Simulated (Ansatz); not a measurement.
Born–Oppenheimer molecular dynamics of AlClH6Si (9 atoms, charge 0, multiplicity 1). It starts at the highest image of a converged band. Of that band: A vibrational analysis at the climbing image gives 2 clearly imaginary modes (1147i, 79i cm⁻¹): a point of higher order, so a lower path passes nearby.

Method: RKS PBE0-D4/def2-SVP (Ansatz 0.2.0).

```
ensemble                      : NVE (velocity Verlet)
time step                     : 0.5 fs
steps asked                   : 200
starting velocities drawn for : 300 K
seed                          : 2783
```

First frame:

```xyz
9
Properties=species:S:1:pos:R:3
Al 0.076 -0.174 -0.040
H 0.024 0.359 1.586
Cl 1.841 0.483 -0.989
H -1.366 -0.218 -0.656
Si 0.550 -2.556 1.010
H -0.458 -3.406 0.304
H 1.930 -2.888 0.544
H 0.454 -2.855 2.474
H 0.258 -0.744 1.522
```

(1) How far do the bonds stretch over the last three quarters of this one trajectory? (Pairs bonded in most of those frames.)

## Answers

(1) 
```json
{"bond": "Al1–H2", "mean (Å)": "1.597", "spread (Å)": "0.035", "shortest": "1.53", "longest": "1.65"}
{"bond": "Al1–Cl3", "mean (Å)": "2.123", "spread (Å)": "0.057", "shortest": "2.04", "longest": "2.21"}
{"bond": "Al1–H4", "mean (Å)": "1.595", "spread (Å)": "0.047", "shortest": "1.52", "longest": "1.67"}
{"bond": "Si5–H6", "mean (Å)": "1.493", "spread (Å)": "0.018", "shortest": "1.46", "longest": "1.53"}
{"bond": "Si5–H7", "mean (Å)": "1.497", "spread (Å)": "0.014", "shortest": "1.47", "longest": "1.53"}
{"bond": "Si5–H8", "mean (Å)": "1.500", "spread (Å)": "0.010", "shortest": "1.48", "longest": "1.52"}
{"bond": "Si5–H9", "mean (Å)": "1.519", "spread (Å)": "0.069", "shortest": "1.41", "longest": "1.64"}
```

Mean temperature of the second half: 1072 K. The conserved energy stayed within 0.12 meV per atom of its start (net change 0.0056 meV per atom), so the integration is sound. The kinetic energy rose, since the run started high on the potential surface and went downhill. It ends in pieces (AlClH2 + H4Si), so much of that is their flight and rotation, not heat. A run of 0.1 ps of so small a system gives no equilibrium averages. The orbitals stay closed-shell, which can raise the energy where a bond breaks towards radicals; this wasn't checked here.

The run took 5.1 min on 2 threads of Arm Neoverse V1, with other jobs on the host, peak memory 0.16 GiB.
